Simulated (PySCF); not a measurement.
C4H9P.
Atom-mapped SMILES: `[CH2:1]=[CH:2][P:3]([CH3:4])[CH3:5]` (hydrogens: H6, H7 on C1; H8 on C2; H9, H10, H11 on C4; H12, H13, H14 on C5)

Structure used (GFN2-xTB), in Å, numbered top down from 1:
```xyz
14
C4H9P angstrom
C      2.1241   -0.4398    0.0144
C      0.9686   -0.8349    0.5238
P     -0.4395    0.2264    0.9731
C     -0.2590    1.5754   -0.2836
C     -1.7440   -0.7692    0.1040
H      2.9302   -1.1328   -0.1698
H      2.3178    0.5877   -0.2450
H      0.8246   -1.8742    0.7985
H      0.5326    2.2553    0.0235
H     -1.1917    2.1356   -0.3234
H     -0.0326    1.1676   -1.2677
H     -1.4745   -0.9533   -0.9350
H     -1.8715   -1.7188    0.6200
H     -2.6858   -0.2254    0.1451
```

The calculation used PySCF, TDDFT PBE0/def2-SVPD, vertical, gas phase, core orbitals frozen in the response.

Q: What does the calculation give for the low-lying excited states?

A: 

```
state  E (eV)  ν̃ (cm⁻¹)      f  main configurations (H = HOMO, L = LUMO)
   S1    5.38      43400  0.167                                 H→L (95%)
   S2    6.15      49600  0.053                               H→L+1 (95%)
   S3    6.37      51350  0.035                               H→L+2 (97%)
   S4    6.68      53860  0.039                               H→L+3 (91%)
   S5    7.15      57640  0.083     H-1→L (54%), H-2→L (23%), H-3→L (11%)
   S6    7.21      58140  0.069                               H→L+4 (81%)
   S7    7.36      59330  0.014                               H→L+5 (83%)
   S8    7.52      60660  0.187                  H→L+6 (81%), H→L+7 (10%)
```

Triplets (Tamm–Dancoff): T1 3.96 eV, H→L (77%), H-1→L (16%); T2 5.20 eV, H-1→L (53%), H→L (14%), H→L+1 (10%); T3 5.29 eV, H→L+1 (41%), H→L+2 (27%).

The lowest singlet lies at 5.38 eV (230 nm, ultraviolet) and is strong; its leading configuration is HOMO→LUMO (95%). The most intense listed level is S8 at 7.52 eV (165 nm, f = 0.187), 2.14 eV above S1. It is the last of those listed, so stronger ones may follow. Löwdin shares by element: HOMO phosphorus 51%, carbon 34% or more (atoms not listed hold the other 16%); LUMO carbon 61% or more, phosphorus 12%, hydrogen 5% or more (atoms not listed hold the other 21%). Weighted by f, the mean energy of these states is 6.66 eV. The listed states span 2.14 eV, and the widest gap between neighbours is 0.77 eV (S1 to S2). Orbital energies (eV): HOMO-3 -9.43, HOMO-2 -9.18, HOMO-1 -8.18, HOMO -6.38, LUMO -0.12, LUMO+1 0.82, LUMO+2 1.00. No computed singlet lies in the visible range (380 to 750 nm); the lowest, at 230 nm, stands 2.12 eV above its violet end (3.26 eV). Only the lowest 8 singlets were computed, as vertical energies without vibronic structure.

One conformer stands for the species.
